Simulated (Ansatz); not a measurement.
# CHAl (singlet): RKS PBE0, RPA-PBE over a scan of the distance Al1–C2, 6-31G

How well do these functionals follow the top wave-function level for CHAl (singlet) over a scan of the distance Al1–C2?

Program: Ansatz 0.2.0, Gaussian basis. Level of theory: 6-31G, all electrons in the functionals, frozen cores in the correlation of double hybrids and RPA. These are calculated values, not measurements.

The runs, in order: RKS PBE0, RPA-PBE, at 1.483 Å; 1.638 Å; 1.851 Å; 2.022 Å; 2.280 Å; 2.556 Å; 2.934 Å; 3.505 Å; 4.119 Å; 5.107 Å; 6.340 Å.

21 further runs of the same task are left out: 1 for a known fault of the program, 18 that didn't finish, 2 set aside as unsound or not needed.

**1. The geometry**

The geometry derives from a PBE0/def2-TZVP stationary point (not a proven minimum). One bond is set to the value named and the two fragments are kept rigid.

3 atoms, charge 0, spin multiplicity 1.

Atoms are counted from 1 here; the program's logs count them from 0.

Bond lengths: Al1–C2 1.850 Å, C2–H3 1.096 Å. Angles: Al1–C2–H3 134.6°.

No dispersion term is added.

The geometry shown and the zero of energy belong to the point 1.851 Å. The yardstick, FCI, and other wave-function levels (R restricted, U unrestricted, valence and pair active spaces) come from earlier runs.

**2. RKS PBE0, 1.483 Å**

in.yaml

```yaml
crystal:
  periodic: [false, false, false]
  atoms:
    - {symbol: Al, position_ang: [0.000000, 0.023432, 0.501885]}
    - {symbol: C, position_ang: [0.000000, -0.103664, -0.975659]}
    - {symbol: H, position_ang: [0.000000, 0.608032, -1.808910]}
basis:
  gaussian: {orbitals: 6-31G}
hamiltonian: {xc: {name: PBE0}}
```

Launch:

```sh
ansatz run in.yaml --threads 1 --pin off --events-out ev --progress --plain --max-ram 2393MiB
```

The runs that follow: RKS PBE0, 1.638 Å; RKS PBE0, 1.851 Å; RKS PBE0, 2.022 Å; RKS PBE0, 2.280 Å; RKS PBE0, 2.556 Å; RKS PBE0, 2.934 Å; RKS PBE0, 3.505 Å; RKS PBE0, 4.119 Å; RKS PBE0, 5.107 Å; RKS PBE0, 6.340 Å; RPA-PBE, 1.483 Å; RPA-PBE, 1.638 Å; RPA-PBE, 1.851 Å; RPA-PBE, 2.022 Å; RPA-PBE, 2.280 Å; RPA-PBE, 2.556 Å; RPA-PBE, 2.934 Å; RPA-PBE, 3.505 Å; RPA-PBE, 4.119 Å; RPA-PBE, 5.107 Å; RPA-PBE, 6.340 Å.

Q: Predict the results of all the runs planned. Wanted: span of the FCI curve; largest miss, RKS PBE0.

The runs gave:

| quantity | value |
| --- | --- |
| span of the FCI curve | 256.8 kJ/mol |
| largest miss, RKS PBE0 | +149.5 kJ/mol (6.340 Å) |

**Reading.** RKS PBE0 strays by up to 149.5 kJ/mol, at 6.340 Å. Functionals and the yardstick converge differently with the basis, so part of each miss in 6-31G is the basis.
